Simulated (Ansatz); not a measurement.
The inner images of a band of BH$_{6}$N (8 atoms, charge 0, multiplicity 1) are given out of order.

The calculation used Ansatz 0.2.0, RKS r2SCAN-D4/def2-SVP.

Image 0:

```xyz
8
Properties=species:S:1:pos:R:3
B 0.039 -0.125 0.161
H 0.252 0.637 1.095
H 0.938 -0.138 -0.669
H -1.074 0.009 -0.330
N 0.040 -1.631 0.823
H -0.141 -2.348 0.118
H 0.940 -1.847 1.257
H -0.678 -1.721 1.544
```

Image 8:

```xyz
8
Properties=species:S:1:pos:R:3
B 0.150 -0.595 -0.858
H -0.436 -0.341 3.449
H 1.154 0.009 -1.155
H -0.906 -0.398 -1.414
N 0.210 -1.546 0.157
H -0.589 -2.093 0.457
H 1.060 -1.772 0.661
H -0.328 -0.427 2.702
```

**Question.** Put them in order from the first end to the last, with their energies above the first end.
A.
```xyz
8
Properties=species:S:1:pos:R:3
B 0.115 -0.576 -0.682
H -0.406 0.008 3.237
H 1.093 0.116 -0.843
H -0.955 -0.300 -1.171
N 0.225 -1.726 0.095
H -0.550 -2.355 0.272
H 1.089 -2.022 0.534
H -0.295 -0.308 2.555
```
B.
```xyz
8
Properties=species:S:1:pos:R:3
B 0.076 -0.585 -0.123
H -0.292 0.486 1.640
H 1.069 0.094 -0.252
H -0.994 -0.180 -0.513
N 0.191 -1.900 0.360
H -0.603 -2.517 0.472
H 1.067 -2.296 0.673
H -0.199 -0.265 1.743
```
C.
```xyz
8
Properties=species:S:1:pos:R:3
B 0.097 -0.609 -0.485
H -0.403 0.399 2.910
H 1.074 0.097 -0.576
H -0.996 -0.243 -0.847
N 0.236 -1.883 0.058
H -0.537 -2.530 0.165
H 1.120 -2.257 0.382
H -0.275 -0.139 2.391
```
D.
```xyz
8
Properties=species:S:1:pos:R:3
B -0.003 -0.163 0.111
H -0.279 0.474 1.134
H 1.097 0.134 -0.311
H -0.930 -0.167 -0.674
N 0.109 -1.690 0.778
H -0.603 -2.371 0.513
H 1.026 -2.139 0.775
H -0.101 -1.242 1.672
```
E.
```xyz
8
Properties=species:S:1:pos:R:3
B 0.016 -0.361 0.102
H -0.274 0.339 1.260
H 1.064 0.141 -0.239
H -0.978 -0.178 -0.562
N 0.146 -1.796 0.732
H -0.580 -2.468 0.508
H 1.068 -2.218 0.742
H -0.147 -0.624 1.455
```
F.
```xyz
8
Properties=species:S:1:pos:R:3
B 0.094 -0.634 -0.286
H -0.374 0.623 2.233
H 1.077 0.065 -0.353
H -1.001 -0.224 -0.594
N 0.224 -1.946 0.162
H -0.559 -2.582 0.262
H 1.107 -2.349 0.453
H -0.253 -0.116 2.121
```
G.
```xyz
8
Properties=species:S:1:pos:R:3
B 0.031 -0.122 0.149
H -0.029 0.639 1.104
H 1.072 -0.021 -0.483
H -0.970 -0.091 -0.553
N 0.052 -1.639 0.824
H -0.440 -2.328 0.254
H 1.003 -1.983 0.966
H -0.403 -1.616 1.737
```

**Answer.** G (+0.07 eV), D (+0.39 eV), E (+1.58 eV), B (+0.50 eV), F (+0.15 eV), C (+0.10 eV), A (+0.09 eV).

The run took 2.9 min on 1 thread of Arm Neoverse V2, on a shared host, peak memory 0.11 GiB.
